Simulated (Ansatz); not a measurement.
Cost and result for the atomization energy of C₄H₁₀O₂ (`CC(O)CCO`) (16 atoms, 15 bonds).

```xyz
16

C    -1.820   -0.407   -0.974
C    -0.610   -0.675   -0.102
O     0.202   -1.701   -0.653
C     0.194    0.588    0.168
C     1.332    0.374    1.148
O     2.046    1.562    1.424
H    -2.368   -1.333   -1.159
H    -2.497    0.310   -0.503
H    -1.514    0.011   -1.940
H    -0.947   -1.086    0.856
H     0.442   -1.439   -1.548
H    -0.467    1.369    0.558
H     0.593    0.962   -0.786
H     0.931    0.040    2.109
H     1.997   -0.418    0.783
H     2.486    1.843    0.619
```

Total charge 0; spin multiplicity 1. Geometry: relaxed with PBE0-D4/def2-TZVP. It is a higher conformer; a search finds a lower one. Program: Ansatz. All runs use 2 threads of an AMD EPYC 7R13 on a shared host and a share of an NVIDIA H100 80 GB. Times are those of one run each, without the atoms' runs, and a repeat can differ threefold. Electronic energies, without spin–orbit coupling; frozen cores. CCSD(T)/CBS adds CCSD(T) − MP2 in def2-TZVPP to the MP2 limit, and its time is that of the two runs behind it. T1 = 0.010. B3LYP takes the VWN-RPA correlation (the form of Gaussian; ORCA's B3LYP/G).

CCSD(T)/CBS is a level of theory with its own doubt, some kJ/mol a heavy atom from the limit and from the frozen cores, so smaller differences don't rank the functionals.

| level | functions | wall time | atomization (kJ/mol) | difference from CCSD(T)/CBS | per bond |
| --- | --- | --- | --- | --- | --- |
| CCSD(T)/def2-SVP | 134 | 1.7 s | 5993.6 | -286.2 | -19.1 |
| BHLYP-D4/def2-TZVPP | 326 | 1.8 s | 6076.4 | -203.4 | -13.6 |
| revPBE-D4/def2-TZVPP | 326 | 1.8 s | 6248.7 | -31.1 | -2.1 |
| BLYP-D4/def2-TZVPP | 326 | 2 s | 6250.9 | -28.9 | -1.9 |
| B3LYP-D4/def2-TZVPP (with forces) | 326 | 2.1 s | 6262.7 | -17.1 | -1.1 |
| PBE-D4/def2-TZVPP (with forces) | 326 | 2.2 s | 6405.7 | 125.9 | 8.4 |
| CAM-B3LYP-D4/def2-TZVPP | 326 | 2.3 s | 6300.6 | 20.8 | 1.4 |
| r2SCAN-D4/def2-TZVPP (with forces) | 326 | 2.4 s | 6279.9 | 0.1 | 0.0 |
| MP2/def2-QZVPP | 642 | 3.8 s | 6310.0 | 30.2 | 2.0 |
| B2PLYP/def2-TZVPP | 326 | 4.1 s | 6205.2 | -74.6 | -5.0 |
| ωB97M-V/def2-TZVPP (with forces) | 326 | 6 s | 6288.8 | 9.0 | 0.6 |
| CCSD(T)/def2-TZVPP | 326 | 6 s | 6129.5 | -150.3 | -10.0 |
| CCSD(T)/CBS(def2) | – | 9.8 s | 6279.8 | 0.0 | 0.0 |

At CCSD(T), def2-SVP lies −286.3 kJ/mol from the extrapolated value and def2-TZVPP −150.3 kJ/mol: correlation converges slowly with the basis, and small sets miss more of it in the bonded molecule than in its fragments. Leaving LDA and LC-ωPBE aside and taking each functional with its dispersion term where it has one, the values spread over 329.3 kJ/mol, from BHLYP-D4 to PBE-D4. LDA lies +836.1 kJ/mol from PBE without D4, its usual overbinding. From r2SCAN to r2SCAN0 (25 % exact exchange), in def2-TZVPP and without D4, the atomization energy moves by −88.2 kJ/mol: exact exchange takes away binding that semilocal exchange gives to molecules.
